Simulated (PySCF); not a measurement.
Ionising PO

PBE0; PySCF, no relativity, basis sets P def2-TZVPPD, O def2-TZVPPD. Neutral (UKS): doublet (π ↑), Re = 1.474 Å, ωe = 1286 cm⁻¹, De = 6.02 eV, HOMO -5.88 eV, LUMO -3.41 eV.

PO⁺ (UKS): singlet (closed shell), Re = 1.420 Å, ωe = 1483 cm⁻¹, De = 7.96 eV to P⁺ + O. The energies at the minima are -416.37554 hartree for PO and -416.06017 for PO⁺.

(1) Work out the adiabatic ionisation energy, without and with harmonic zero-point energies (1 hartree = 27.2114 eV, 1 eV = 8065.5 cm⁻¹), and the change of the bond length.

For an ion De counts to the pair picked by the measured ionisation energies or electron affinities, which need not be the lowest pair at this level. States were picked by a PBE0 search and need not be the measured ground states.

Answers

(1) At PBE0: 0.31537 hartree = 8.582 eV between the minima; the zero-point term (1483.0 − 1286.0)/2 cm⁻¹ = +0.012 eV makes it 8.594 eV. Re changes by -5.4 pm against the neutral. The electron leaves a π orbital, and the shorter bond of the ion fits an antibonding orbital, or a change in how ionic the bond is.
